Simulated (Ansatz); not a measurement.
Z-matrix (Å, degrees):
```
Na
Cl 1 2.358
```

Total charge 0; spin multiplicity 1.

Q: List the CAM-B3LYP/def2-TZVPP orbital energies in eV (the Gaussian-basis code of Ansatz). (Best estimate.)

A: Computed: Occupied: -2761.06, -1050.11, -255.82, -194.79, -194.77, -194.77, -63.45, -34.34, -34.34, -34.29, -20.80, -8.31, -7.86, -7.86. Lowest empty: -1.28, 0.65, 0.65, 1.43, 1.55, 4.50, 4.50, 5.36.
